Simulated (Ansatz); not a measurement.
# AlNH2Cl (SMILES [NH2][Al][Cl]): methods side by side

The species is AlNH2Cl (5 atoms), meant as a doublet with charge 0. SMILES: `[NH2][Al][Cl]`. Geometry: relaxed at PBE0-D4/def2-TZVP. This is one conformer, not always the lowest.

Quantity: the vertical energy of the quartet above the doublet, in eV. The values are calculated.

```json
{"level": "USVWN5/STO-3G", "kind": "LDA", "program": "Ansatz", "value (eV)": "7.21", "less FCI/STO-3G": "+0.54", "CPU time (all runs)": "3.8 s"}
{"level": "U-revPBE/STO-3G", "kind": "GGA", "program": "Ansatz", "value (eV)": "6.97", "less FCI/STO-3G": "+0.30", "CPU time (all runs)": "6.5 s"}
{"level": "U-r2SCAN/STO-3G", "kind": "meta-GGA", "program": "Ansatz", "value (eV)": "6.95", "less FCI/STO-3G": "+0.28", "CPU time (all runs)": "17 s"}
{"level": "U-r2SCAN0/STO-3G", "kind": "hybrid meta-GGA", "program": "Ansatz", "value (eV)": "6.96", "less FCI/STO-3G": "+0.29", "CPU time (all runs)": "13 s"}
{"level": "UHSE06/STO-3G", "kind": "range-separated hybrid", "program": "Ansatz", "value (eV)": "7.10", "less FCI/STO-3G": "+0.43", "CPU time (all runs)": "6.7 s"}
{"level": "UB2PLYP/STO-3G", "kind": "double hybrid", "program": "Ansatz", "value (eV)": "7.13", "less FCI/STO-3G": "+0.46", "CPU time (all runs)": "5.5 s"}
{"level": "UCCSD(T)/STO-3G", "kind": "coupled cluster or CI", "program": "Ansatz", "value (eV)": "6.66", "less FCI/STO-3G": "-0.01", "CPU time (all runs)": "0.68 s"}
{"level": "UCCSDTQ/STO-3G", "kind": "coupled cluster or CI", "program": "Ansatz", "value (eV)": "6.67", "less FCI/STO-3G": "0.00", "CPU time (all runs)": "2.4 min"}
{"level": "FCI/STO-3G", "kind": "exact in the basis", "program": "Ansatz", "value (eV)": "6.67", "less FCI/STO-3G": "0.00", "CPU time (all runs)": "81 s"}
```

FCI/STO-3G is exact within its basis and frozen core, so for wave-function methods in that basis the difference is their error; functionals converge differently with the basis, so for them it is only a difference. The values span 6.66 to 7.21 eV. All rows use very small basis sets, so even the best lies far from the true value. Times are those of the runs behind each value, whatever else they computed, on shared processors of several kinds: orders of magnitude only.
